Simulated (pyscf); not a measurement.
# 1,1-elimination: F–CH(F)–SiH₂–SiH(SiH₃)–SiH₃ → H₃Si–SiH(SiH₃)–SiH₃ + F–C:–F [singlet]

Gas phase, singlet surface, charge 0. Bonds broken: Si2–C16, H7–C16. Bonds formed: Si2–H7. PySCF, gas phase, ωB97X-D3(BJ)/def2-SVP geometries.

Transition state (Å):

```xyz
17

Si    -0.4999     0.1715    -1.0835
Si    -1.9849     0.2457     0.7083
Si    -0.6204     2.2326    -2.1693
Si     1.6243    -0.1387    -0.1797
H     -0.8723    -0.9326    -2.0196
H     -1.6474     1.2022     1.7982
H     -2.6536    -1.1240     1.1731
H     -3.2957     0.7737     0.1506
H      0.3578     2.2929    -3.2949
H     -1.9927     2.4775    -2.7011
H     -0.2860     3.3057    -1.1858
H      1.8086     0.8642     0.9112
H      2.6900     0.0670    -1.2048
H      1.7570    -1.5099     0.3912
F     -1.4185    -1.6294     2.9611
C     -1.1221    -1.3468     1.7129
F     -0.8965    -2.4885     1.0944
```

One imaginary mode, 583i cm⁻¹; descent along it reached the two sides named.

```
bond     change  reactant side (Å)  saddle  product side
-------  ------  -----------------  ------  ------------
Si2–C16  breaks              1.930   2.071           3.3
H7–C16   breaks              1.105   1.639           3.0
Si2–H7    forms                2.6   1.594         1.492
```

Electronic energies relative to the reactant's lowest minimum found (kcal/mol):

```tsv
level	barrier	reaction energy	reverse barrier
ωB97X-D3(BJ)/def2-TZVP	71.1	+58.8	12.3
PBE/def2-TZVP	63.9	+56.6	7.2
r²SCAN/def2-TZVP	66.0	+59.5	6.6
B3LYP-D3(BJ)/def2-TZVP	69.0	+57.6	11.5
PBE0-D3(BJ)/def2-TZVP	68.4	+61.2	7.2
M06-2X/def2-TZVP	71.1	+60.1	11.0
ωB97M-D3(BJ)/def2-TZVP	69.2	+55.2	13.9
HF/def2-TZVP	76.0	+45.6	30.3
```

With ωB97M-D3(BJ)/def2-TZVP energies and thermal terms (ideal gas, 1 atm, RRHO with modes under 100 cm⁻¹ raised to 100, one conformer, R ln 2 for chiral ones without a mode under 150 cm⁻¹), in kcal/mol:

```tsv
T (K)	ΔH‡	ΔG‡	ΔH	ΔG
298	65.2	64.7	+50.5	+37.3
600	65.1	64.3	+50.2	+23.9
900	65.0	63.9	+49.5	+11.0
1200	64.7	63.5	+48.7	-1.8
```

This saddle turned up in a search for another step; its sides and bond changes are read from the two ends of the descent. One saddle was located; it need not be the lowest between these sides.
